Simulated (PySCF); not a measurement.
COS, SMILES O=C=S.

Coordinates come from a B3LYP-D3(BJ)/def2-TZVP optimisation.

Two levels are set side by side: TDA-PBE/def2-TZVPD (PySCF) and TDA-LC-ωPBE/def2-TZVPD (PySCF). Vertical, same geometry. The lowest singlet is HOMO→LUMO 50 %, HOMO−1→LUMO+1 50 % with PBE and HOMO→LUMO 45 %, HOMO−1→LUMO+1 45 % with the other functional; states are paired by order. Differences are taken from unrounded values.

| quantity | TDA-LC-ωPBE |
|---|---|
| lowest singlet excitation (eV) | 5.47 |
| lowest triplet excitation (TDA) (eV) | 4.69 |
| first bright state (f over 0.05) (eV) | 8.85 |
| its oscillator strength | 0.66 |

### Question
What does TDA-PBE give, and how far is it from TDA-LC-ωPBE? (An estimate is asked for; the answer gives what the named calculation found.)

### Answer

```json
[
 {"quantity": "lowest singlet excitation (eV)", "TDA-PBE": "5.55", "TDA-PBE minus TDA-LC-ωPBE": "0.08"},
 {"quantity": "lowest triplet excitation (TDA) (eV)", "TDA-PBE": "4.77", "TDA-PBE minus TDA-LC-ωPBE": "0.09"},
 {"quantity": "first bright state (f over 0.05) (eV)", "TDA-PBE": "8.21", "TDA-PBE minus TDA-LC-ωPBE": "-0.64"},
 {"quantity": "its oscillator strength", "TDA-PBE": "0.29", "TDA-PBE minus TDA-LC-ωPBE": "-0.37"}
]
```

Rough cost on one machine, each run with all the roots and properties that it gave: TDA-LC-ωPBE against TDA-PBE about 2 times.
